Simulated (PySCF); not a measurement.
Gas-phase reaction: AlHCl₂ + 2 CH₄ → AlH(CH₃)₂ + 2 HCl

Energies from PySCF, thermal terms from the rigid-rotor harmonic-oscillator model, ideal gas at 1 bar. † marks an energy on the PBE0/def2-TZVP geometry and frequencies; other levels use their own. CCSD(T) freezes the core. 6-31G* has spherical d functions here. All species are closed-shell singlets. B3LYP is the form with VWN-RPA correlation. AlHCl₂, AlH(CH₃)₂: computed as isolated molecules; such fragments, hydroxides, amides, oligomers or adducts are transient or little studied in the gas. CCSD(T) isn't extrapolated to the basis-set limit.

| level | ΔH°(298 K), kJ |
|---|---|
| B3LYP/6-31G* | ___ |
| BLYP/def2-TZVP† | 326 |
| CCSD(T)/def2-TZVPP† | 320 |
| PBE/def2-SVP | 327 |
| PBE0/def2-SVP† | ___ |

Complete the blanks.


- B3LYP/6-31G*, ΔH°(298 K), kJ: 360
- PBE0/def2-SVP†, ΔH°(298 K), kJ: 332
